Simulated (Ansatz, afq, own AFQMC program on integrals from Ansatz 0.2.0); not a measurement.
Two steps: Ansatz 0.2.0 writes the Fock matrix and Cholesky factors of the valence space, and afq projects on them the lowest state that overlaps trial and start.

```yaml
crystal:
  periodic: [false, false, false]
  atoms:
    - {symbol: Ge, position_ang: [0.000000, -0.029158, 0.300919]}
    - {symbol: N, position_ang: [0.000000, 0.038514, -1.592101]}
    - {symbol: H, position_ang: [0.000000, 1.566135, 0.437823]}
basis:
  gaussian: {orbitals: cc-pVTZ}
magnetization: {spin_polarized: true, initial_magnetization: 4}
correlation: {method: ccsd_t, electrons: outside_noble_gas, hamiltonian_folder: ham}
```

```sh
$ ansatz run in.yaml --threads 1 --pin off --events-out ev --progress --plain --max-ram 16896MiB --backend cuda --devices 0, --max-vram 18GiB
```

Options of the walk:

```
--method phaseless --trial cisd --walkers 1200 --populations 20 --least-time 60 --time-step 0.005 --steps-per-block 50 --equilibration-blocks 28 --max-blocks 4000 --target-error 0.00019 --factor-cut 1e-05 --start spin_pure --seed 2317 --release-times 0.24,0.51,0.99,1.62,2.4 --release-step 0.03 --release-every 3 --taylor-order 6
```

Times are imaginary, in 1/Eh. The walk had a cap of 228 s. With eight or more populations the least sampling time is a fifth of least-time, and the error comes from their spread. Filled inner d shells are frozen with the cores.

Output of the walk:

```
orbitals 72  electrons 7 3  factors 491 of 538
reference energy -2130.30909416 Eh
CCSD correlation -0.23014147 Eh in 17 cycles, weight of the determinant in the CISD state 0.8894
energy of the start -2130.537804 Eh
 block  time / (1/Eh)  mean weight  energy / Eh
     1     0.250  1.0003  -2130.537563
     2     0.500  1.0003  -2130.540098
     3     0.750  1.0000  -2130.542683
     4     1.000  0.9998  -2130.544709
     5     1.250  0.9997  -2130.545188
     9     2.250  0.9997  -2130.546410
    19     4.750  1.0002  -2130.549195
    31     7.750  0.9996  -2130.548353
    43    10.750  0.9998  -2130.548614
    55    13.750  1.0003  -2130.548883
    67    16.750  1.0002  -2130.547448
    70    17.500  1.0003  -2130.547042
    79    19.750  1.0000  -2130.547788
    91    22.750  0.9999  -2130.548216
   103    25.750  0.9984  -2130.550330
   115    28.750  0.9997  -2130.548899
   127    31.750  0.9997  -2130.549737
   139    34.750  0.9999  -2130.549627
   148    37.000  1.0005  -2130.550169
error from the spread of 20 populations
released: time / (1/Eh)  energy / Eh  error  mean overlap
  0.24  -2130.549274  0.000161  0.9943
  0.51  -2130.549326  0.000118  0.9908
  0.99  -2130.549676  0.000218  0.9861
  1.62  -2130.549696  0.000133  0.9777
  2.40  -2130.549816  0.000146  0.9604
energy -2130.548728 +/- 0.000173 Eh
(rows thinned)
```

The run passed its tests (sampling time, drift between the halves within three errors, error under three times the target), which doesn't prove that it has relaxed.

Against this walk (error 4.7 meV) on the same determinant: CCSD(T) 25.8 meV higher, CCSDT(Q) 25.2 meV lower. The error is statistical and leaves out the bias of the constraint. The released energies are still falling (meV from the phaseless value at times in 1/Eh: -15 ± 4 at 0.24, -16 ± 3 at 0.51, -26 ± 6 at 0.99, -26 ± 4 at 1.62, -30 ± 4 at 2.40), so they give no level; they do show a bias of the constraint, and the last of them that isn't too noisy lies 4 meV below CCSDT(Q). CCSDT(Q) is the surest value here, so the walk's 25 meV above it is most likely the bias of the constraint with this trial, which can have either sign.

Cautions: constraint bias not in the error; no relativity below Rb; no spin-orbit coupling; inner d shell frozen; another spin lies lower (by 1.91 eV).

The walk took 2.5 min on 1 × NVIDIA H100 80GB HBM3 with 2 threads of AMD EPYC 7R13 Processor (Zen 3), on a shared host (the card was shared). The log's last line is the phaseless energy.

CCSDT and higher add their correlation energy to the determinant of the CCSD(T) run, since their own runs factorise the integrals more tightly (a shift of under 2 meV). A walk keeps the symmetry of its determinant, which the program's search chose and which needn't be the lowest solution, so a lower state of the same spin and another symmetry isn't excluded.
